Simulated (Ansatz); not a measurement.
Cartesian coordinates in Å:
```
C 0.478 1.218 1.615
C -0.016 0.684 0.503
C 0.080 1.313 -0.848
S -0.980 -0.798 0.640
C -0.131 -1.892 -0.451
N -0.510 -3.042 -0.799
H 0.381 0.727 2.575
H 0.985 2.177 1.587
H -0.915 1.558 -1.227
H 0.681 2.223 -0.807
H 0.536 0.635 -1.575
H 0.829 -1.512 -0.807
H -1.418 -3.291 -0.407
```

The species carries charge 0 and has multiplicity 1.

Problem. List the PBE/def2-TZVPP orbital energies in eV (Ansatz). (Estimate.)

Solution. Ansatz gave: Occupied: -2396.28, -380.22, -270.78, -270.34, -269.31, -269.20, -209.21, -155.37, -155.26, -155.12, -22.83, -20.89, -18.34, -17.52, -14.95, -13.54, -12.13, -11.52, -11.07, -10.44, -10.12, -9.43, -8.86, -8.28, -7.21, -6.22, -5.83. Lowest empty: -1.62, -1.31, -0.34, 0.56, 1.07, 1.36, 1.72, 2.04.
